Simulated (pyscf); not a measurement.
H₂S + GeH₃• -> HS–GeH₃ + H atom (H•) (substitution at S; doublet surface; H–S broken, Ge–S formed). Single points on ωB97X-D3(BJ)/def2-SVP structures (PySCF, gas phase). Correlated levels are frozen-core, on RHF or UHF. ΔMP2 is the change of the MP2 total energy from the triple- to the quadruple-zeta basis. Energies in kcal/mol from the separated reactants.

```csv
level,barrier,reaction energy
PBE/def2-TZVP,11.0,+13.2
ωB97M-D3(BJ)/def2-TZVP,18.8,+14.9
HF/def2-TZVP,27.0,+12.2
MP2/def2-QZVPP,16.5,+9.2
CCSD/def2-TZVPP,?,+15.3
CCSD(T)/def2-TZVPP,18.3,+14.0
CCSD(T)/def2-TZVPP + ΔMP2(QZVPP),?,?
```

Complete the blanks.


- CCSD/def2-TZVPP, barrier: 20.4
- CCSD(T)/def2-TZVPP + ΔMP2(QZVPP), barrier: 17.4
- CCSD(T)/def2-TZVPP + ΔMP2(QZVPP), reaction energy: +13.6

At PBE this geometry lies under the product side: in single points on another level's saddle the reverse barrier vanishes, and the forward threshold there is about the reaction energy. One saddle was located; it need not be the lowest between these sides. The angle at the attacked S is 165°. The CCSD(T) − MP2 part came from Ansatz, without density fitting, on the same reference. The frozen core leaves the outer d or s,p core shells of the metals and heavy elements correlated in the MP2 and CC values, and def2-TZVPP describes them poorly, which can shift differences by a few kcal/mol. Elements up to Kr have no core potential and no relativistic terms here.
